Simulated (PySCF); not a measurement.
CH3ClO2S.
Structure used (PBE0-D3(BJ)/def2-SVP), in Å, numbered top down from 1:
```
atom  x, y, z in Å
C1    -0.0338    2.4809    1.7396
S2     1.7056    2.1367    1.8133
O3     2.1658    1.7190    0.5093
O4     1.9927    1.3786    3.0092
Cl5    2.4186    4.0864    2.1283
H6    -0.3428    2.8999    2.7040
H7    -0.2133    3.1737    0.9096
H8    -0.5142    1.5092    1.5564
```

All values: PBE0/def2-SVPD (PySCF, non-relativistic), on one gas-phase PBE0-D3(BJ)/def2-SVP geometry that isn't relaxed in the solvent. The solvent is an IEF-PCM continuum (cavity from Bondi-type radii × 1.2). Specific hydrogen bonds and non-electrostatic terms are outside this model.

Gas phase at PBE0/def2-SVPD: HOMO -9.32 eV, LUMO -2.15 eV, dipole 3.90 D.

Task: What does the continuum do to the energy, the frontier levels and the dipole at PBE0/def2-SVPD in chloroform and acetonitrile?

Result: 
```tsv
solvent	ε	E(solvent) − E(gas) (kJ/mol)	polarisation term (kJ/mol)	distortion of the solute (kJ/mol)	HOMO (eV)	LUMO (eV)	dipole (D)
chloroform	4.711	-23.27	-26.57	3.30	-9.35	-2.10	4.73
acetonitrile	35.69	-31.88	-38.23	6.35	-9.38	-2.09	5.07
```

The polarisation term is half the interaction of the solute with the surface charges that it induces; the rest is the cost of distorting the solute's density. The sum is the electrostatic part of solvation alone. From chloroform to acetonitrile the lowering changes by a factor 1.37, Onsager's factor (ε − 1)/(2ε + 1) by 1.35 and ε itself by 7.6.

Task: Which radius a makes the point-dipole formula ΔE = −[(ε − 1)/(2ε + 1)]·μ²/a³ give the value in acetonitrile, with the gas-phase dipole?

Result: μ = 1.535 au and |ΔE| = 0.01214 Eh give a = 2.40 Å; the farthest nucleus lies 2.28 Å from the centroid of the nuclei. The formula assumes a rigid point dipole at the centre of a sphere.

Task: Give the dipole vector in the frame of the coordinates (D, pointing from negative to positive charge), gas and acetonitrile.

Result: Gas (-3.71, 1.19, -0.10), solvent (-4.82, 1.54, -0.13). Its length changes by +30 % and its direction by less than 1°.

Task: How does the static polarisability (PBE0/def2-SVPD, frozen core, with the continuum's full static response) change?

Result: 
| medium | isotropic (au) | principal values (au) | ⟨r²⟩ of the electrons (bohr²) |
| --- | --- | --- | --- |
| gas | 56.1 | 50.5, 52.2, 65.7 | 564.6 |
| chloroform | 69.3 | 62.7, 63.3, 81.8 | 564.5 |
| acetonitrile | 75.5 | 68.6, 68.9, 88.9 | 564.4 |

The isotropic value in acetonitrile is 1.34 times the gas-phase one; no cavity-field correction is applied. ⟨r²⟩ is taken about the centre of nuclear charge.
